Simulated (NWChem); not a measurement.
Molecule: sulfur dioxide (SO2); SMILES O=S=O

```xyz
3

O      1.2504     0.0000     0.3736
S      0.0000     0.0000    -0.3691
O     -1.2504     0.0000     0.3736
```
Atoms are numbered in this order, from 1.

Results from NWChem. Pople sets run with spherical d functions. All runs use the structure optimised with PBE0/def2-SVP. Vzz is the largest principal value of the second derivative of the potential at the nucleus (NWChem prints the opposite sign); η is the asymmetry. Non-relativistic.

```csv
level,Vzz O3 (a.u.),η O3,Vzz S2 (a.u.),η S2,relative time
CAM-B3LYP/def2-TZVP,-1.251,0.27,-1.815,0.81,10
CAM-B3LYP/def2-SVP,-1.332,0.12,-1.569,0.54,2
PBE/def2-TZVP,-1.159,0.28,-1.548,0.73,6
PBE/6-31G*,-1.202,0.07,-1.325,0.20,1
```

The last column is a rough cost ratio, cheapest run = 1.
